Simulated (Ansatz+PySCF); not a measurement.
singlet N2H2: levels of theory in one basis

```csv
atom,x (Å),y (Å),z (Å)
N,0.0000,0.0001,-0.6651
N,0.0000,-0.0001,0.6651
H,0.0000,1.0754,-0.9873
H,0.0000,-1.0754,0.9873
```

Basis set: def2-SVP (spherical functions). Frozen core: 2 orbitals. Charge 0, multiplicity 1.

Computed with Ansatz (development build ahead of 0.2.0); each method stands on the lowest determinant of its kind that the runs found. NEVPT2 correlates all electrons. Active spaces start from the frontier orbitals, and the lowest solution found is given.

```
        method  E − E(RHF) (eV)  <S²> of the determinant
           RHF             0.00                     0.00
           UHF            -0.35                     0.48
       UHF-MP2            -8.50                     0.48
      RHF-CCSD            -9.93                        –
      UHF-CCSD            -9.90                     0.48
   RHF-CCSD(T)           -10.32                        –
   UHF-CCSD(T)           -10.27                     0.48
   CASSCF(2,2)            -1.37                        –
SC-NEVPT2(2,2)            -9.58                        –
```

What does RHF-MP2 give on the same scale?

-9.50 eV.

Is a single determinant a sound starting point here?

It is doubtful. Unrestricted orbitals lower Hartree–Fock by 0.35 eV and <S²> is 0.48 where a pure state has 0.00, a sign of strong static correlation. The CASSCF(2,2) natural occupations are 1.85, 0.15.

Caution for RHF, RHF-MP2, RHF-CCSD, RHF-CCSD(T): an unrestricted determinant lies well below. Caution for UHF, UHF-MP2, UHF-CCSD, UHF-CCSD(T): the unrestricted determinant is spin contaminated; the determinant breaks the point group. Caution for UHF-MP2, UHF-CCSD(T): another reference gives a lower total. Caution for CASSCF(2,2): other starts end on other solutions of this active space.
